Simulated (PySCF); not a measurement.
# F4S: the cost of one run

Method: levels as typed in each script, gas phase, geometry from GFN2-xTB; program: PySCF 2.14.0.

### Step 1. The starting structure

SMILES `FS(F)(F)F`, 5 atoms, charge 0, spin multiplicity 1.

Bond lengths: F1–S2 1.755 Å, S2–F3 1.755 Å, S2–F4 1.756 Å, S2–F5 1.755 Å. Angles: F1–S2–F3 109.5°, F1–S2–F4 109.5°, F1–S2–F5 109.4°, F3–S2–F4 109.4°, F3–S2–F5 109.5°, F4–S2–F5 109.6°.

As a file:

```mol
F4S
  3D, bonds by distance, orders not assigned

  5  4  0  0  0  0  0  0  0  0999 V2000
   -0.6542    1.2754    1.0130 F   0  0
   -0.0003   -0.0002   -0.0004 S   0  0
    0.6545   -1.2751    1.0131 F   0  0
    1.2764    0.6539   -1.0128 F   0  0
   -1.2762   -0.6538   -1.0126 F   0  0
  1  2  8  0
  2  3  8  0
  2  4  8  0
  2  5  8  0
M  END
```

### Step 2. Excited states (CAM-B3LYP/def2-tzvp)

input.py reads:

```python
import numpy as np
from pyscf import gto, scf, dft, tdscf
from pyscf.scf import atom_ks, atom_hf
from scipy.linalg import block_diag

def solve(mol, dm0=None, hcore=None):
    mf = (dft.UKS if mol.spin else dft.RKS)(mol, xc='camb3lyp')
    mf.grids.level = 3
    mf = mf.density_fit(auxbasis='def2-universal-jkfit')
    mf.conv_tol, mf.max_cycle = 1e-8, 80
    if hcore is not None:
        mf.get_hcore = lambda *args: hcore
    mf.kernel(dm0)
    if not mf.converged:
        mf = mf.newton().run(mf.mo_coeff, mf.mo_occ, max_cycle=30)
    assert mf.converged, 'SCF not converged'
    return mf

mol = gto.M(atom='''
F     -0.65421     1.27537     1.01303
S     -0.00031    -0.00016    -0.00045
F      0.65455    -1.27513     1.01311
F      1.27640     0.65386    -1.01275
F     -1.27619    -0.65381    -1.01260
''', basis='def2-tzvp', charge=0, spin=0, verbose=4)
mf = solve(mol)
td = mf.TDA()
td.nstates, td.singlet, td.conv_tol = 6, True, 1e-5
td.kernel()
td.analyze()
x, y = np.array([p[0] for p in td.xy]), np.array([p[1] + 0 * p[0] for p in td.xy])
f, mu = td.oscillator_strength(), td.transition_dipole()
nto = [td.get_nto(state=i + 1, verbose=4) for i in range(len(td.e))]
# spherically averaged free atoms, for the promolecule
atm = atom_ks.get_atm_nrks(mol, xc='camb3lyp')
pro = block_diag(*[(atm[a[0]][2] * atm[a[0]][3]) @ atm[a[0]][2].T for a in mol._atom])
np.savez('result.npz', e=td.e, f=f, ok=td.converged, w=[n[0] for n in nto], nto=[n[1] for n in nto], x=x, y=y, c=mf.mo_coeff, occ=mf.mo_occ, eps=mf.mo_energy, pro=pro, mu=mu)
```

The run is started by

```bash
OMP_NUM_THREADS=1 python input.py
```

What time and memory should one allow on 1 thread of AMD EPYC 7R43 (Zen 3), shared host?

About 5.8 min, with a peak of 0.76 GiB.
